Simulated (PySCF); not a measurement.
These compounds are isomers of formula C$_{4}$H$_{7}$F.

A. `C/C=C/CF`
B. SMILES CC/C=C\F
C. SMILES C/C(=C\C)F

Spectrum 1. ¹H NMR (300 MHz, computed): δ 5.30 (dqq, J = 22.2, 8.1, 1.5 Hz, 1H), 1.97 (d of quint, J = 15.8, 1.5 Hz, 3H), 1.71 (ddq, J = 8.1, 3.0, 1.5 Hz, 3H). ¹³C{¹H} NMR (computed): δ 166.7 (C, d, J = 308.6 Hz), 107.7 (CH, d, J = 25.5 Hz), 15.3 (CH3, d, J = 27.8 Hz), 14.6 (CH3, d, J = 6.4 Hz).

Spectrum 2. ¹H NMR (300 MHz, computed): δ 6.19 (m, 1H), 5.54 (d of d of sext, J = 25.2, 16.1, 2.3 Hz, 1H), 5.26 (d of sext, J = 52.8, 3.0 Hz, 2H), 1.93 (dtd, J = 7.5, 3.1, 2.1 Hz, 3H). ¹³C{¹H} NMR (computed): δ 133.2 (CH, d, J = 11.7 Hz), 131.7 (CH, d, J = 12.8 Hz), 86.3 (CH2, d, J = 228.1 Hz), 22.0 (CH3).

Spectrum 3. ¹H NMR (300 MHz, computed): δ 6.83 (ddt, J = 91.5, 5.8, 1.8 Hz, 1H), 4.97 (dtd, J = 33.5, 8.5, 5.8 Hz, 1H), 2.31 (quint of d of d, J = 8.1, 2.7, 1.8 Hz, 2H), 1.07 (t, J = 8.0 Hz, 3H). ¹³C{¹H} NMR (computed): δ 157.0 (CH, d, J = 324.4 Hz), 120.9 (CH, d, J = 3.7 Hz), 21.2 (CH2, d, J = 6.3 Hz), 17.3 (CH3).

- PBE0/pcSseg-1 with gauge-including orbitals
- J: B3LYP/pcJ-1 (spin–dipole term left out of most H,H and C,H couplings)
- geometry: GFN2-xTB
- program: PySCF 2.14
- relativity neglected, a single conformation, no solvent model, averaged over atoms made equivalent by symmetry, fast rotation or ring inversion

Chemical shifts δ = σref − σ; ¹H and ¹³C vs TMS, all at this level. Multiplet labels drop J under 1 Hz and among equivalent protons, and merge close values. Unscaled 3J(H,H) run several per cent high. Vicinal couplings that depend on rotamer populations or ring flexing (ring, CH–CH, X–H and H–F types) are those of the one conformer. One-bond C–F couplings are unscaled and too large by tens of Hz. Shifts are as computed. Against solution values, carbons near 30 ppm lie about +3 ppm off and those near 130 ppm about +5 ppm. Of 1211 compounds with measured shifts, 218 miss one by over three times the rms of a fit or turn the order of signals round; such compounds aren't used in these exercises.

Problem. Match each spectrum to its structure.

Solution. 1–C, 2–A, 3–B.

- Spectrum 1 (C): 4 ¹³C signals; δC 107.7 is an alkene CH; δC 15.3 is an allylic methyl carbon.
- Spectrum 2 (A): 4 ¹³C signals; δC 133.2 is an alkene CH; δC 131.7 is an alkene CH.
- Spectrum 3 (B): 4 ¹³C signals; δC 157.0 is an alkene CH; δC 120.9 is an alkene CH.
